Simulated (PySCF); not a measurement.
# Telling isomers of C₃H₃NO apart by NMR

Computational details: PBE0/pcSseg-1 with gauge-including orbitals, structure optimised with PBE0-D3(BJ)/def2-SVP, J: B3LYP/pcJ-1, in PySCF (single conformer, averaged over atoms made equivalent by symmetry, fast rotation or ring inversion, in vacuum, no relativistic terms).

Shifts are taken against calculated references (same method and geometry level): 1H (σref 31.27), 13C (σref 184.41) vs TMS. Multiplet labels drop J under 1 Hz and among equivalent protons, and merge close values. Unscaled 3J(H,H) run several per cent high. Acid and N–H amide carbonyl carbons lie up to 10 ppm further downfield in solution (hydrogen bonding). Shifts are as computed. Against solution values, carbons near 30 ppm lie about +2 ppm off and those near 130 ppm about +5 ppm. Of 1211 compounds with measured shifts, 218 miss one by over three times the rms of a fit or turn the order of signals round; such compounds aren't used in these exercises. Groups on amide-type nitrogens are kept apart (slow C–N rotation). OH and NH positions are gas-phase values without hydrogen bonding to other molecules.

(1) Tabulate the signals of `C#CC(N)=O`, `C=CN=C=O` and their relative energies.

(2) What is the quickest way to tell C#CC(N)=O from C=CN=C=O?

Answers

(1) 
```tsv
SMILES	carbon types	δC	δH	E rel. (kcal/mol)
C#CC(N)=O	2×C 1×CH	151.7, 79.6, 78.2	4.90 (br, 1H), 4.42 (br, 1H), 2.47 (s, 1H)	24.1
C=CN=C=O	1×C 1×CH 1×CH2	132.4, 126.8, 122.1	5.56 (m, 1H), 5.38 (m, 1H), 5.38 (m, 1H)	0.0
```

Energies are electronic energies at PBE0/pcSseg-1 on these geometries, without zero-point or thermal terms, each for the one conformer computed, which needn't be the lowest.

(2) Both give the same number of carbon signals, but DEPT or the intensities differ. The first has a terminal alkyne carbon (CH) at 78.2 ppm, the second a terminal =CH2 carbon at 122.1 ppm. Their most deshielded carbons lie at 151.7 and 132.4 ppm. In the proton spectra the most deshielded non-exchanging signals are 2.47 (s, 1H) and 5.56 (m, 1H).
